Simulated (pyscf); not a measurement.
`[SiH3][O][AsH2]` + `[H][H]` -> `[SiH3][O][AsH2]` + `[H][H]` (four-centre exchange; singlet surface; H–Si, H–H broken, H–Si, H–H formed). Optimised with ωB97X-D3(BJ)/def2-SVP in PySCF. Energies in kcal/mol from the separated reactants.

| level | barrier | reaction energy |
|---|---|---|
| ωB97X-D3(BJ)/def2-TZVP | … | 0.0 |
| PBE/def2-TZVP | 47.1 | 0.0 |
| r²SCAN/def2-TZVP | 51.2 | 0.0 |
| B3LYP-D3(BJ)/def2-TZVP | … | 0.0 |
| PBE0-D3(BJ)/def2-TZVP | 51.4 | 0.0 |
| HF/def2-TZVP | 80.3 | 0.0 |

Some entries are withheld; supply them.


- ωB97X-D3(BJ)/def2-TZVP, barrier: 58.6
- B3LYP-D3(BJ)/def2-TZVP, barrier: 57.1

The functionals in the table span 11.4 kcal/mol in this barrier, from PBE to ωB97X-D3(BJ)/def2-TZVP. At the saddle there is also a short H–Si contact that neither side keeps. The same reactants have a lower exit, to AsH₃ + HO–SiH₃ (barrier +49.9 kcal/mol at ωB97M-D3(BJ)/def2-TZVP, against +56.6 kcal/mol here). H₃Si–O–AsH₂ lies 10.7 kcal/mol over its isomer HO–SiH₂–AsH₂ (electronic energy, ωB97M-D3(BJ)/def2-TZVP). One saddle was located; it need not be the lowest between these sides. Elements up to Kr have no core potential and no relativistic terms here.
